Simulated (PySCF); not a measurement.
**Löwdin shares of the frontier orbitals**

2,2-difluoroethylamine, C2H5F2N.
Atom-mapped SMILES: `[NH2:1][CH2:2][CH:3]([F:4])[F:5]` (hydrogens: H6, H7 on N1; H8, H9 on C2; H10 on C3)

Cartesian coordinates in Å at the GFN2-xTB level; atoms count from 1:
```
atom  x, y, z in Å
N1    -1.1628    0.7337    0.2622
C2    -0.3267   -0.2276   -0.4306
C3     1.1068   -0.0707    0.0626
F4     1.9669   -0.7593   -0.7240
F5     1.2403   -0.5883    1.3098
H6    -1.1670    0.5433    1.2591
H7    -2.1181    0.6768   -0.0702
H8    -0.3401   -0.0015   -1.4997
H9    -0.6196   -1.2812   -0.2904
H10    1.4293    0.9795    0.0986
```

Computed, not measured: TDDFT CAM-B3LYP/def2-SVPD, vertical, gas phase, core orbitals frozen in the response in PySCF.

Frontier orbitals with the atoms that hold most of them (Löwdin shares over 4%, at most four atoms; ? is withheld):

```tsv
orbital	ε (eV)	atoms
HOMO-3	-13.09	F4 61%, F5 20%, C3 6%, N1 5%
HOMO-2	-12.75	C2 24%, F5 22%, H8 15%, N1 11%
HOMO-1	-11.24	?
HOMO	?	N1 64%, C2 13%, H9 6%, H6 6%
LUMO	1.32	?
LUMO+1	1.89	C3 28%, H10 18%, F4 17%, F5 10%
LUMO+2	2.23	H6 16%, H9 15%, H8 14%, F5 14%
```

(1) Which atoms hold the LUMO, and with what shares?

(2) Which atoms hold the HOMO-1, and with what shares?

(3) What is the HOMO energy, and the HOMO–LUMO gap?

Answers

(1) C2 (bonded to C, N and 2 H) 24%; H7 (bonded to N) 19%; N1 (bonded to C and 2 H) 13%; H6 (bonded to N) 11%. By element: hydrogen 30% or more, carbon 24% or more, nitrogen 13%.

(2) F5 (bonded to C) 21%; F4 (bonded to C) 21%; C3 (bonded to C, 2 F and H) 21%; C2 (bonded to C, N and 2 H) 17%. By element: fluorine 43%, carbon 38%.

(3) ε(HOMO) = -9.02 eV; the gap is 10.34 eV (0.3800 hartree).

Q: How does S1 compare with the orbital gap of 10.34 eV?

A: S1 is at 6.69 eV (f = 0.014), 3.65 eV below the gap, made of HOMO→LUMO (91%). Without the coupling terms of the response equations the lowest excitation would equal the gap.

Q: One configuration dominates each of S1, S3 and S7. Which, and how do the shares of the two leading atoms of either orbital change from the occupied to the empty one?

A: 
- S1 (6.69 eV, f 0.014), HOMO→LUMO (91%): N1 64% → 13%, C2 13% → 24%, H7 at most 6% → 19%
- S3 (8.06 eV, f 0.0028), HOMO→LUMO+1 (83%): N1 64% → at most 11%, C2 13% → at most 11%, C3 at most 6% → 28%, H10 at most 6% → 18%
- S7 (9.57 eV, f 0.0049), HOMO-1→LUMO (82%): F5 21% → at most 11%, F4 21% → at most 11%, C2 17% → 24%, H7 at most 17% → 19%

Löwdin shares depend on the basis, the more so with diffuse functions.

One conformer stands for the species.
